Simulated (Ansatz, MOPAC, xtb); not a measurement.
# How methods differ on C2H2F2 (vinylidene fluoride)

C2H2F2, singlet, SMILES `C=C(F)F`. Each level relaxes the structure for itself.

Each level gives the highest harmonic wavenumber at each level's own minimum (cm⁻¹). The values are calculated.

```tsv
level	kind	program	value (cm⁻¹)
AM1	semi-empirical	MOPAC	3231
GFN2-xTB	semi-empirical	xtb	3199
MNDOD	semi-empirical	MOPAC	3448
RM1	semi-empirical	MOPAC	3130
HF/STO-3G	Hartree–Fock	Ansatz	3848
HF/3-21G	Hartree–Fock	Ansatz	3490
HF/6-31G* (Cartesian functions)	Hartree–Fock	Ansatz	3488
PBE/def2-SVP	GGA	Ansatz	3249
PBE-D3(BJ)/def2-TZVP	GGA	Ansatz	3235
PBE0-D4/def2-TZVP	global hybrid	Ansatz	3320
```

Harmonic and unscaled. The values span 3130 to 3848 cm⁻¹. Without the sets that lack polarisation functions the rows with a basis span only 3235 to 3488 cm⁻¹.
